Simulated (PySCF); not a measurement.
Point-charge models of `C=S` (methanethial) against its computed dipole.

Coordinates (GFN2-xTB, Å) and charges (e) from the PBE0/pcSseg-1 density (PySCF):

```json
{"atom": "C1", "x": "-0.115", "y": "0.005", "z": "0.003", "Mulliken": "-0.2536", "IAO": "-0.3518", "Hirshfeld": "-0.0363", "ESP-fitted": "-0.0935"}
{"atom": "S2", "x": "1.484", "y": "-0.052", "z": "0.135", "Mulliken": "-0.0742", "IAO": "+0.0239", "Hirshfeld": "-0.0756", "ESP-fitted": "-0.1533"}
{"atom": "H3", "x": "-0.612", "y": "0.819", "z": "-0.509", "Mulliken": "+0.1639", "IAO": "+0.1639", "Hirshfeld": "+0.0559", "ESP-fitted": "+0.1232"}
{"atom": "H4", "x": "-0.747", "y": "-0.767", "z": "0.421", "Mulliken": "+0.1639", "IAO": "+0.1639", "Hirshfeld": "+0.0560", "ESP-fitted": "+0.1236"}
```

**Question.** Form Σ q r in debye for every column and set it beside the full dipole.

**Answer.** The full density gives (-1.80, 0.07, -0.15) D, 1.81 D in size; dipole vectors point from the negative to the positive end.

```
    scheme     μx    μy     μz  size (D)  share of the full size (%)  angle to the full dipole (°)
  Mulliken  -1.46  0.05  -0.12      1.46                          81                             0
       IAO  -0.71  0.03  -0.06      0.71                          39                             0
 Hirshfeld  -0.88  0.03  -0.07      0.89                          49                             0
ESP-fitted  -1.85  0.07  -0.15      1.85                         102                             0
```

**Question.** Which set comes closest?

**Answer.** Length of the difference vector: ESP-fitted 0.05 D, Mulliken 0.34 D, Hirshfeld 0.92 D, IAO 1.10 D. Closest: ESP-fitted. ESP charges are fitted to the potential around the molecule, whose slowest-falling term is the dipole's. The schemes that divide the density aren't constrained to reproduce the dipole.

**Question.** What is left for the Hirshfeld atoms' own dipoles?

**Answer.** The Hirshfeld atoms' densities add up to the full density, so μ = Σ q r + Σ (atomic dipoles). The atomic dipoles sum to (-1.80, 0.07, -0.15) − (-0.88, 0.03, -0.07) = (-0.92, 0.03, -0.08) D, 0.92 D in size.

**Question.** With the origin at the mean of the coordinates, (0.003, 0.001, 0.013) Å, which are the largest single terms, by size, of the Mulliken dipole along the direction of the full one?

**Answer.** H4 +0.54, H3 +0.54, S2 +0.53, C1 -0.14 D; all 4 atoms together +1.46 D. The single terms depend on the origin, their sum doesn't.

**Question.** Give the size of the full dipole in other units.

**Answer.** 1.81 D = 0.712 au = 0.377 e·Å = 6.03 × 10⁻³⁰ C·m.

Isolated species at its GFN2-xTB geometry, gas phase.
